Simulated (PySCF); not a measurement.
Ionisation energies (eV) were calculated with PySCF 2.14 by PBE, UHF, LDA, in another order, as differences of total energies without spin-orbit coupling. The measured values are between term centres (NIST).

```
                              species  measured       A       B       C
  B (aug-cc-pwCVQZ, non-relativistic)     8.297   8.673   8.646   8.042
  C (aug-cc-pwCVQZ, non-relativistic)    11.262  11.541  11.692  10.799
 Ne (aug-cc-pwCVQZ, non-relativistic)    21.597  21.662  22.191  19.661
  Mg (aug-cc-pCVQZ, non-relativistic)     7.646   7.611   7.721   6.605
Al⁺ (aug-cc-pwCVQZ, non-relativistic)    18.829  18.758  18.892  17.520
Cl⁺ (aug-cc-pwCVQZ, non-relativistic)    23.771  23.848  23.982  22.595
  Cl (aug-cc-pCVQZ-DK, spin-free X2C)    12.974  12.954  13.185  11.746
 Ar (aug-cc-pwCVQZ, non-relativistic)    15.819  15.701  15.987  14.546
```

Task: Which column is which method?

Result: A is PBE (mean error 0.07 eV); B is LDA (mean error 0.26 eV); C is UHF (mean error -1.08 eV). PBE, with gradient corrections, lies close to experiment on average, with errors of both signs. LDA overbinds the outer electron and comes out highest. Hartree-Fock lacks the correlation of the electron removed and comes out lowest.
